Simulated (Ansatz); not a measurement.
# AlPH₄ (triplet): from Hartree-Fock to the top rungs, cc-pVDZ

One table from this session's results is given with a row withheld; the runs are named, their logs left out.

Method: cc-pVDZ, core rule «outside noble gas», up to 10 orbitals frozen; program: Ansatz 0.2.0, Gaussian basis.

To be run: UHF; CCSD(T) on ROHF; CCSD(T) on UHF; BCCD(T) on ROHF; CISD as a restricted active space (open shells left free, so some higher excitations enter); CCSDT(Q) on ROHF; CCSDT(Q) on UHF.

21 further runs of the same task are left out: 1 for a known fault of the program, 7 that didn't finish, 13 set aside as unsound or not needed. Runs told in other sessions of the task aren't counted.

### The geometry

The geometry is a PBE0/def2-TZVP stationary point (not a proven minimum).

6 atoms, charge 0, spin multiplicity 3.

Atoms are counted from 1 here; the program's logs count them from 0.

Bond lengths: Al1–P2 2.445 Å, Al1–H3 1.666 Å, Al1–H4 1.595 Å, P2–H5 1.414 Å, P2–H6 1.417 Å. Angles: P2–Al1–H3 66.0°, P2–Al1–H4 109.9°, H3–Al1–H4 114.4°, Al1–P2–H5 105.2°, Al1–P2–H6 111.3°, H5–P2–H6 96.4°.

Coordinates:

| atom | x (Å) | y (Å) | z (Å) |
| --- | --- | --- | --- |
| Al1 | 0.0356 | -0.0994 | 1.3142 |
| P2 | 0.0564 | 0.1018 | -1.1219 |
| H3 | -1.2119 | -0.9034 | 0.5578 |
| H4 | -0.3793 | 1.2940 | 1.9704 |
| H5 | 0.1474 | -1.2243 | -1.6037 |
| H6 | -1.2409 | 0.3657 | -1.6279 |

The first run:

Contents of in.yaml:

```yaml
crystal:
  periodic: [false, false, false]
  atoms:
    - {symbol: Al, position_ang: [0.035572, -0.099368, 1.314200]}
    - {symbol: P, position_ang: [0.056378, 0.101792, -1.121922]}
    - {symbol: H, position_ang: [-1.211925, -0.903411, 0.557786]}
    - {symbol: H, position_ang: [-0.379300, 1.294008, 1.970397]}
    - {symbol: H, position_ang: [0.147375, -1.224328, -1.603666]}
    - {symbol: H, position_ang: [-1.240858, 0.365653, -1.627923]}
basis:
  gaussian: {orbitals: cc-pVDZ}
magnetization: {spin_polarized: true, initial_magnetization: 2}
hamiltonian: {xc: hf}
output: {orbitals: {seedname: orbitals}}
```

Run with:

```console
> ansatz run in.yaml --threads 1 --pin off --events-out ev --progress --plain --max-ram 2393MiB
```

Among the steps run: UHF; CCSD(T) on ROHF; CCSD(T) on UHF; BCCD(T) on ROHF; CISD as a restricted active space (open shells left free, so some higher excitations enter); CCSDT(Q) on ROHF; CCSDT(Q) on UHF.

One table of the session follows, with a row left open; its other results are not shown here.

It belongs to the step «Misses and costs». 

```
   method  from UCCSDT(Q) (kJ/mol)
     ROHF                   +614.0
      UHF                   +599.4
     RMP2                        ?
     UMP2                   +133.6
     CISD                    +71.2
    RCCSD                    +20.3
    UCCSD                    +20.0
 RCCSD(T)                     +4.3
 UCCSD(T)                     +4.3
  BCCD(T)                     +4.2
   RCCSDT                     +0.8
   UCCSDT                     +0.7
RCCSDT(Q)                     +0.1
UCCSDT(Q)                        0
```

**Question.** Estimate the row for RMP2.

The run gave: from UCCSDT(Q) (kJ/mol): +132.7. In the column «from UCCSDT(Q) (kJ/mol)» it lies between CISD (+71.2) and UMP2 (+133.6).

With the free atoms at the same levels and basis (separate runs), the atomisation energy is 11.202 eV at UCCSDT(Q), 11.178 eV at RCCSD(T), 11.177 eV at UCCSD(T), 8.488 eV at ROHF.

Caveats from the session: Restricted and unrestricted rows rest on different reference determinants; a gap between their highest levels can come from leftover correlation error, from unlike frozen cores or from another state.
